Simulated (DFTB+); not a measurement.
DFTB+ input (SCC-DFTB): The folder sk holds the Slater-Koster set scc that CP2K ships.

```
Geometry = xyzFormat {
11

C      1.25811390    -0.39527654    -0.00165926
C      0.11989565     0.60015541    -0.00836938
N     -1.22240368    -0.12486235     0.00816391
H      2.20053556     0.15158906    -0.01375427
H      1.24981792    -1.01581769     0.89610031
H      1.24027555    -1.03872164    -0.88300628
H      0.11163414     1.22156711    -0.90196144
H      0.12113265     1.24436577     0.86896693
H     -1.30874728    -0.71355094     0.84090172
H     -1.31759220    -0.73478083    -0.80816955
H     -2.00828788     0.53011236     0.00394702
}
Driver = GeometryOptimization {
  Optimizer = Rational {}
  MaxSteps = 500
  OutputPrefix = "geo_end"
  Convergence { GradElem = 1e-5 }
}
Hamiltonian = DFTB {
  SCC = Yes
  SCCTolerance = 1e-8
  MaxSCCIterations = 300
  Charge = 1
  SlaterKosterFiles = Type2FileNames {
    Prefix = "sk/"
    Separator = ""
    Suffix = ".spl"
    LowerCaseTypeName = Yes
  }
  MaxAngularMomentum {
    C = "p"
    H = "s"
    N = "p"
  }
  Filling = Fermi { Temperature [K] = 0 }
}
ParserOptions { ParserVersion = 14 }
```

From the last part of the output:

```
Orbital populations (up)
 Atom Sh.   l   m       Population  Label
    1   1   0   0       1.25969884  s
    1   2   1  -1       0.96978182  p_y
    1   2   1   0       1.01096459  p_z
    1   2   1   1       0.97095757  p_x
    2   1   0   0       1.22667547  s
    2   2   1  -1       0.96941968  p_y
    2   2   1   0       1.02813615  p_z
    2   2   1   1       0.82065395  p_x
    3   1   0   0       1.41853337  s
    3   2   1  -1       1.19193379  p_y
    3   2   1   0       1.18507199  p_z
    3   2   1   1       1.21023963  p_x
    4   1   0   0       0.87387387  s
    5   1   0   0       0.90847227  s
    6   1   0   0       0.90847180  s
    7   1   0   0       0.88992551  s
    8   1   0   0       0.88992540  s
    9   1   0   0       0.75526274  s
   10   1   0   0       0.75526274  s
   11   1   0   0       0.75673881  s

Fermi level:                        -0.2508667113 H           -6.8264 eV
Band energy:                       -13.8915129393 H         -378.0073 eV
TS:                                  0.0000000000 H            0.0000 eV
Band free energy (E-TS):           -13.8915129393 H         -378.0073 eV
Extrapolated E(0K):                -13.8915129393 H         -378.0073 eV
Input / Output electrons (q):     20.0000000000     20.0000000000

Energy H0:                          -8.9351803534 H         -243.1386 eV
Energy SCC:                          0.1350180919 H            3.6740 eV
Total Electronic energy:            -8.8001622614 H         -239.4646 eV
Repulsive energy:                    0.2620914102 H            7.1319 eV
Total energy:                       -8.5380708513 H         -232.3327 eV
Extrapolated to 0:                  -8.5380708513 H         -232.3327 eV
Total Mermin free energy:           -8.5380708513 H         -232.3327 eV
Force related energy:               -8.5380708513 H         -232.3327 eV

Non-constrained calculation

SCC converged

Full geometry written in geo_end.{xyz|gen}

Warning: dipole moment is not defined absolutely!
Dipole moment:   -1.60144101   -0.12699576    0.01022886 au
Dipole moment:   -4.07045735   -0.32279106    0.02599917 Debye

Geometry converged
```

The dipole moment of an ion depends on the origin.
